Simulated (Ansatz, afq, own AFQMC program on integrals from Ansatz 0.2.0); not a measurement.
Integrals from Ansatz 0.2.0, then the random walk in our own AFQMC program (afq).

```yaml
crystal:
  periodic: [false, false, false]
  atoms:
    - {symbol: Al, position_ang: [-0.598613, 0.005200, 0.004042]}
    - {symbol: C, position_ang: [0.992291, -0.008619, -0.006699]}
    - {symbol: H, position_ang: [1.391191, -1.031613, -0.004405]}
    - {symbol: H, position_ang: [1.410421, 0.501885, 0.870909]}
    - {symbol: H, position_ang: [1.398424, 0.493246, -0.894860]}
basis:
  gaussian: {orbitals: cc-pVDZ}
magnetization: {spin_polarized: true, initial_magnetization: 0}
correlation: {method: ccsd_t, electrons: outside_noble_gas, hamiltonian_folder: ham}
```

```sh
$ ansatz run in.yaml --threads 1 --pin off --events-out ev --progress --plain --max-ram 1382MiB
```

afq runs on the folder ham with

```
--method free --trial cisd --walkers 60 --time-step 0.03 --max-blocks 80 --target-error 0.00038 --factor-cut 1e-05 --seed 7659 --times 0,0.21,0.42,0.81,1.2,1.8,2.4,3 --taylor-order 8
```

Times are imaginary, in 1/Eh. The walk had a cap of 656 s.

```
orbitals 41  electrons 5 5  factors 334 of 444
reference energy -281.42652738 Eh
CCSD correlation -0.23083132 Eh in 9 cycles, weight of the determinant in the CISD state 0.8721
repeat  energy at the last time / Eh  error
    10  -281.665731  0.000714
    20  -281.665105  0.000750
    30  -281.665211  0.000734
    40  -281.665002  0.000685
    50  -281.664626  0.000603
    60  -281.664468  0.000547
    70  -281.664308  0.000487
    80  -281.664451  0.000454
time / (1/Eh)  energy / Eh  error  mean overlap
  0.00  -281.657304  0.000186  1.1466
  0.21  -281.660644  0.000202  1.1480
  0.42  -281.661993  0.000230  1.1561
  0.81  -281.663561  0.000277  1.1556
  1.20  -281.663824  0.000303  1.1515
  1.80  -281.664033  0.000329  1.1545
  2.40  -281.664406  0.000401  1.1522
  3.00  -281.664451  0.000454  1.1347
energy -281.664451 +/- 0.000454 Eh
```

Question: Estimate how long the walk took on 1 thread of Arm Neoverse V1 (shared host).

Answer: 5 min of wall time.

The run passed its tests (error under three times the target), which doesn't prove that it has relaxed.

Against this walk (error 12.3 meV) on the same determinant: CCSD(T) 27.6 meV higher, CCSDT(Q) 1.0 meV higher (within the noise). The error is statistical, and a free projection of finite length keeps a remainder of its start.

Cautions: remainder of the start not in the error; error above the target (12.3 against 10.3 meV); an unrestricted solution with more broken spin lies lower (8 meV, ⟨S²⟩ 0.12), while this determinant keeps restricted orbitals.

CCSDT and higher add their correlation energy to the determinant of the CCSD(T) run, since their own runs factorise the integrals more tightly (a shift of under 2 meV). A walk keeps the symmetry of its determinant, which the program's search chose and which needn't be the lowest solution, so a lower state of the same spin and another symmetry isn't excluded.
